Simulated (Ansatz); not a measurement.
BH⁻, quartet: reading a ladder of total energies

Geometry: a point of a stretch scan, not a stationary point.

```xyz
2

B     0.0000    0.0000    0.0000
H     0.0000    0.0000    1.0690
```

Basis aug-cc-pVDZ; Ansatz 0.2.0. Correlated methods freeze the noble-gas cores, which leaves 5 electrons in 31 orbitals. Prefix R: restricted or restricted open-shell reference; prefix U: unrestricted.

Full CI is exact within this basis and frozen core; it isn't the basis-set limit. The frozen core follows each run's orbitals, which can shift R against U totals by a few meV.

Runs differ by some tens of microhartree through their thresholds and, for an open shell, their frozen cores, so steps under 0.1 kcal/mol mean nothing.

```csv
level,total energy (hartree)
UHF,-25.101467
UMP2,-25.159147
UCCSD,-25.175035
UCCSD(T),-25.176920
UCCSDT,-25.177524
UCCSDT(Q),-25.177600
full CI,-25.177593
```

What is the correlation energy at full CI, and what share of it do UMP2 and UCCSD recover?

E(corr) = -25.177593 − (-25.101467) = -0.076126 hartree = -2.071 eV. UMP2: -0.057680 / -0.076126 = 75.77 %. UCCSD: -0.073568 / -0.076126 = 96.64 %.

By how many kcal/mol does UCCSD(T) miss full CI (1 hartree = 627.509 kcal/mol), and which steps make up the rest?

-25.176920 − (-25.177593) = 0.000673 hartree = 0.42 kcal/mol. Steps: UCCSDT − UCCSD(T) = -0.38, UCCSDT(Q) − UCCSDT = -0.05, full CI − UCCSDT(Q) = 0.00 kcal/mol. That is within 1 kcal/mol of the reference in this basis, which itself misses far more of the correlation at the basis-set limit.
